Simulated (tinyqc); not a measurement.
Inside a calculation. Method: Hueckel theory of the pi electrons with the omega technique, for the molecule C=C([CH2-])F (SMILES; centres numbered as the heavy atoms are written). One step of it, computed by the program tinyqc.

Problem. Orbitals, round 1. Diagonalise; E = alpha + x beta with beta < 0, so the largest x are filled first; degenerate levels share their electrons. P = sum n_i c_ri c_si; each orbital has its largest coefficient positive (the first on a tie).

Hueckel matrix in units of beta (H = alpha + beta A), lower triangle:
```
,1C,2C,3C,4F
1C,0.000000
2C,1.000000,0.000000
3C,0.000000,1.000000,0.000000
4F,0.000000,0.700000,0.000000,3.000000
```

pi electrons, sum of z_r less the charge = 6

Give: x values; occupations; coefficients; charge and bond-order matrix P.

Solution.

x values: 3.1911  1.2790  0.0000  -1.4701

occupations: 2.0000  2.0000  2.0000  0.0000

coefficients:
```
,MO1,MO2,MO3,MO4
1C,0.0820,0.5059,0.7071,-0.4871
2C,0.2616,0.6471,0.0000,0.7161
3C,0.0820,0.5059,-0.7071,-0.4871
4F,0.9582,-0.2632,0.0000,-0.1121
```

charge and bond-order matrix P, lower triangle:
```
,1C,2C,3C,4F
1C,1.5254
2C,0.6977,0.9743
3C,-0.4746,0.6977,1.5254
4F,-0.1093,0.1606,-0.1093,1.9748
```
